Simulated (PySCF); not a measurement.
ethane cation (C2H6), SMILES CC (connectivity only; charge and spin as stated), charge +1, multiplicity 2. Atoms are numbered in the order given.

```xyz
8

C      0.0653     0.7174     0.0000
C     -0.0653    -0.7174     0.0000
H     -0.6173     1.2235     0.7694
H     -0.6173     1.2235    -0.7694
H      1.0688     1.1503     0.0000
H      0.6173    -1.2235     0.7694
H      0.6173    -1.2235    -0.7694
H     -1.0688    -1.1503     0.0000
```
Charge +1, spin multiplicity 2.

Geometry optimised at PBE-D3(BJ)/def2-TZVP. The multiplicity is an assumed one; other spin states were not compared.

All values below come from PBE0/def2-TZVPD (PySCF).

Mulliken values depend strongly on the basis, most of all with diffuse functions as here. Atomic charges (e):

```
atom  meta-Löwdin  Mulliken  Mulliken spin
----  -----------  --------  -------------
C1          -0.24     -0.36           0.15
C2          -0.24     -0.36           0.15
H3           0.27      0.28           0.18
H4           0.27      0.28           0.18
H5           0.19      0.30          -0.02
H6           0.27      0.28           0.18
H7           0.27      0.28           0.18
H8           0.19      0.30          -0.02
```
